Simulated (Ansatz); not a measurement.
**C6H12: small, medium and large basis sets**

An exercise on one series of results from a longer session: the logs are not shown, and one member is left open.

Computed with Ansatz 0.2.0, Gaussian basis. Level: one geometry, several basis sets.

Plan: PBE0-D4/def2-SVP; ωB97M-V/def2-SVP; PBE0-D4/def2-QZVPP; ωB97M-V/def2-QZVPP; the functionals' def2-TZVPP values are taken from earlier runs.

### Structure used throughout

An earlier PBE0-D4 in a triple-zeta def2 set relaxation fixed the geometry.

18 atoms, charge 0, spin multiplicity 1.

Atoms are counted from 1 here; the program's logs count them from 0.

Bond lengths: C1–C2 1.330 Å, C1–H7 1.085 Å, C1–H8 1.085 Å, C2–C3 1.503 Å, C2–C5 1.503 Å, C3–C4 1.524 Å, C3–H9 1.093 Å, C3–H10 1.097 Å, C4–H11 1.093 Å, C4–H12 1.092 Å, C4–H13 1.092 Å, C5–C6 1.524 Å, C5–H14 1.093 Å, C5–H15 1.097 Å, C6–H16 1.092 Å, C6–H17 1.092 Å, C6–H18 1.093 Å. Angles: C2–C1–H7 121.5°, C2–C1–H8 121.5°, H7–C1–H8 117.0°, C1–C2–C3 121.2°, C1–C2–C5 121.2°, C3–C2–C5 117.6°, C2–C3–C4 113.8°, C2–C3–H9 108.7°, C2–C3–H10 109.2°, C4–C3–H9 109.7°, C4–C3–H10 108.9°, H9–C3–H10 106.2°, C3–C4–H11 110.9°, C3–C4–H12 110.7°, C3–C4–H13 111.8°, H11–C4–H12 108.0°, H11–C4–H13 107.8°, H12–C4–H13 107.5° and more.

As a file:

```xyz
18
C6H12
C    -0.98538   -1.61627   -0.99593
C    -0.37237   -0.61162   -0.37705
C     0.71270   -0.86453    0.63110
C     2.04231   -0.20567    0.28214
C    -0.74008    0.81743   -0.66040
C    -1.19964    1.58976    0.57087
H    -0.72105   -2.64972   -0.79781
H    -1.77204   -1.43904   -1.72181
H     0.85233   -1.94388    0.73337
H     0.38477   -0.50332    1.61327
H     2.39681   -0.53643   -0.69722
H     2.80536   -0.46034    1.02089
H     1.96142    0.88351    0.25669
H    -1.52613    0.83383   -1.41986
H     0.12247    1.33212   -1.10055
H    -1.49635    2.60571    0.30132
H    -0.40842    1.66735    1.32018
H    -2.05671    1.10109    1.04079
```

The first run:

Input file in.yaml:

```yaml
crystal:
  periodic: [false, false, false]
  atoms:
    - {symbol: C, position_ang: [-0.985376, -1.616275, -0.995927]}
    - {symbol: C, position_ang: [-0.372374, -0.611622, -0.377052]}
    - {symbol: C, position_ang: [0.712697, -0.864534, 0.631103]}
    - {symbol: C, position_ang: [2.042312, -0.205671, 0.282142]}
    - {symbol: C, position_ang: [-0.740080, 0.817428, -0.660396]}
    - {symbol: C, position_ang: [-1.199642, 1.589758, 0.570867]}
    - {symbol: H, position_ang: [-0.721046, -2.649721, -0.797807]}
    - {symbol: H, position_ang: [-1.772036, -1.439037, -1.721812]}
    - {symbol: H, position_ang: [0.852328, -1.943875, 0.733374]}
    - {symbol: H, position_ang: [0.384773, -0.503317, 1.613272]}
    - {symbol: H, position_ang: [2.396810, -0.536430, -0.697217]}
    - {symbol: H, position_ang: [2.805363, -0.460338, 1.020886]}
    - {symbol: H, position_ang: [1.961425, 0.883513, 0.256690]}
    - {symbol: H, position_ang: [-1.526130, 0.833831, -1.419862]}
    - {symbol: H, position_ang: [0.122466, 1.332122, -1.100552]}
    - {symbol: H, position_ang: [-1.496353, 2.605711, 0.301321]}
    - {symbol: H, position_ang: [-0.408417, 1.667346, 1.320178]}
    - {symbol: H, position_ang: [-2.056711, 1.101090, 1.040795]}
basis:
  gaussian: {orbitals: def2-SVP}
hamiltonian: {xc: pbe0, dispersion: d4}
output: {orbitals: {seedname: orbitals}}
```

Started as:

```bash
ansatz run in.yaml --threads 2 --pin off --events-out ev --progress --plain --max-ram 31744MiB --backend cpu
```

Steps of the session up to this table: PBE0-D4 in def2-SVP; ωB97M-V in def2-SVP; PBE0-D4 in def2-QZVPP; ωB97M-V in def2-QZVPP.

One table of the session follows, with a row left open; its other results are not shown here.

It belongs to the step «Density functionals: the series». 

| functional | basis | HOMO (eV) | LUMO (eV) |
| --- | --- | --- | --- |
| PBE0-D4 | def2-SVP | -6.97 | 0.75 |
| PBE0-D4 | def2-TZVPP | ? | ? |
| PBE0-D4 | def2-QZVPP | -7.03 | 0.39 |
| ωB97M-V | def2-SVP | -9.21 | 2.90 |
| ωB97M-V | def2-TZVPP | -9.26 | 2.52 |
| ωB97M-V | def2-QZVPP | -9.27 | 1.85 |

Q: Estimate the row for PBE0-D4, def2-TZVPP from the others.

**Answer.** HOMO (eV): -7.02; LUMO (eV): 0.51. In the column «HOMO (eV)» it lies between PBE0-D4, def2-QZVPP (-7.03) and PBE0-D4, def2-SVP (-6.97).
